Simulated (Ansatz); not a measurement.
Input file:

```yaml
crystal:
  periodic: [false, false, false]
  atoms:
    - {symbol: C, position_ang: [0.027839, -0.605975, 0.000000]}
    - {symbol: C, position_ang: [0.027839, 0.681285, 0.000000]}
    - {symbol: H, position_ang: [-0.898709, -1.181547, 0.000000]}
    - {symbol: H, position_ang: [0.947224, -1.184342, 0.000000]}
    - {symbol: H, position_ang: [-0.711972, 1.468482, 0.000000]}
basis:
  gaussian: {orbitals: cc-pVDZ}
magnetization: {spin_polarized: false, initial_magnetization: 1}
correlation: {method: fic_mrcisd_q, electrons: outside_noble_gas, active_space: {window: {electrons: 11, orbitals: 11}, shells: [{species: C, l: s, shell: 2}, {species: C, l: p, shell: 2}, {species: H, l: s, shell: 1}]}}
```

```sh
$ ansatz run in.yaml --threads 5 --pin off --events-out ev --progress --plain --max-ram 130560MiB --backend cuda --devices 0, --max-vram 75GiB
```

The program prints:

```
791 factors; integrals over basis functions are off by at most 2.3e-7 eV
mean field evaluation 1: about -2104.3714 eV, gradient 1.8e1 eV
mean field evaluation 2: about -2104.3733 eV, gradient 1.8e1 eV
mean field evaluation 4: about -2105.8493 eV, gradient 1.9e0 eV
mean field evaluation 8: about -2105.8755 eV, gradient 7.6e-5 eV
mean field -2105.87554721 eV, -77.3894989464 hartree, gradient 1.4e-6 eV, S^2 0.750000; 0 other end points of the search recorded, 0 dependent functions left out
reference -2105.87554721 eV, -77.3894989464 hartree; 8, 7 occupied and 35, 36 virtual orbitals, 791 factors
state -2109.27118691 eV, -77.5142864035 hartree
contracted CI cycle   1: correlation 0.00000000 eV, 0.0000000000 hartree, residual 1.85e1 eV
contracted CI cycle   2: correlation -3.95639041 eV, -0.1453946657 hartree, residual 3.55e0 eV
contracted CI cycle   3: correlation -4.09520941 eV, -0.1504961701 hartree, residual 6.71e-1 eV
contracted CI cycle   4: correlation -4.10053431 eV, -0.1506918564 hartree, residual 1.54e-1 eV
contracted CI cycle   5: correlation -4.10080559 eV, -0.1507018259 hartree, residual 3.56e-2 eV
contracted CI cycle   6: correlation -4.10081939 eV, -0.1507023328 hartree, residual 7.72e-3 eV
contracted CI cycle   7: correlation -4.10082002 eV, -0.1507023562 hartree, residual 1.64e-3 eV
state -2109.27118691 eV, -77.5142864035 hartree; corrected -2113.59837704 eV, -77.6733077078 hartree
Total energy: -2113.59837704 eV, -77.6733077078 hartree
Checks for a lower state left out: starts, orbital_swaps
```

Natural occupations: 1.9851 1.9791 1.9761 1.9748 1.9226 1.0019 0.0786 0.0239 0.0225 0.0195 0.0157.

For the same geometry and basis RCCSDTQ lies 24.9 meV lower.

Ran on 5 threads of AMD EPYC 7R13 with a whole H100 80 GB, shared host: 8.5 s wall, 0.96 GiB peak host memory.
